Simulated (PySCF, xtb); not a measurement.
CHN, SMILES C#N.

GFN2-xTB in xtb at its own geometry gives an orbital gap of 5.95 eV and a dipole moment of 2.62 D.

The structure is a stationary point at ωB97X-D3(BJ)/def2-TZVPD.

Task: What does ωB97X/def2-TZVPD (PySCF) give? (An estimate is asked for; the answer gives what the named calculation found.)

Result: gap 14.99 eV (levels -12.99 and 2.00 eV), dipole 3.09 D.
